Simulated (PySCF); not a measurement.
Gas-phase reaction: CS2 + 4 O = COS + SO3

Method: PySCF energies (xtb for GFN2) plus ideal-gas RRHO corrections (1 bar). Table values come from the NASA 1993 polynomials. † marks an energy on the PBE0/def2-TZVP geometry and frequencies; other levels use their own. CCSD(T) freezes the core. Open shells (unrestricted): O (multiplicity 3, electronic degeneracy 9); the rest are closed-shell singlets. GFN2 has no spin-polarisation term. Spin-orbit splitting is ignored; it lowers the true energy and changes the entropy of O. B3LYP is the form with VWN-RPA correlation. CCSD(T) isn't extrapolated to the basis-set limit; its ΔH°(298 K) is -1289.4 kJ in def2-SVP and -1547.2 kJ in def2-TZVPP. The harmonic model lacks anharmonicity and excited electronic states, which grow with temperature; levels with a mode under 35 cm⁻¹ are left out.

```json
[
 {"level": "table", "ΔH°(298 K), kJ": "-1647.8", "minus table": "-", "ΔG°(1200 K), kJ": "-1154.8"},
 {"level": "B3LYP/def2-TZVP†", "ΔH°(298 K), kJ": "-1595.7", "minus table": "52.1", "ΔG°(1200 K), kJ": "-1100.8"},
 {"level": "BLYP/def2-TZVP†", "ΔH°(298 K), kJ": "-1675.7", "minus table": "-27.9", "ΔG°(1200 K), kJ": "-1180.8"},
 {"level": "CCSD(T)/def2-TZVPP†", "ΔH°(298 K), kJ": "-1547.2", "minus table": "100.6", "ΔG°(1200 K), kJ": "-1052.3"},
 {"level": "GFN2-xTB", "ΔH°(298 K), kJ": "-3055.7", "minus table": "-1407.9", "ΔG°(1200 K), kJ": "-2564.0"},
 {"level": "HF/def2-TZVP†", "ΔH°(298 K), kJ": "-736.2", "minus table": "911.6", "ΔG°(1200 K), kJ": "-241.2"},
 {"level": "M06-2X/def2-TZVP†", "ΔH°(298 K), kJ": "-1613.5", "minus table": "34.3", "ΔG°(1200 K), kJ": "-1118.6"},
 {"level": "PBE/def2-SVP", "ΔH°(298 K), kJ": "-1668.3", "minus table": "-20.5", "ΔG°(1200 K), kJ": "-1179.0"},
 {"level": "PBE/def2-TZVP†", "ΔH°(298 K), kJ": "-1777.4", "minus table": "-129.6", "ΔG°(1200 K), kJ": "-1282.5"},
 {"level": "PBE0/def2-TZVP", "ΔH°(298 K), kJ": "-1617.7", "minus table": "30.1", "ΔG°(1200 K), kJ": "-1122.8"},
 {"level": "ωB97M-V/def2-TZVP†", "ΔH°(298 K), kJ": "-1639.9", "minus table": "7.9", "ΔG°(1200 K), kJ": "-1145.0"}
]
```
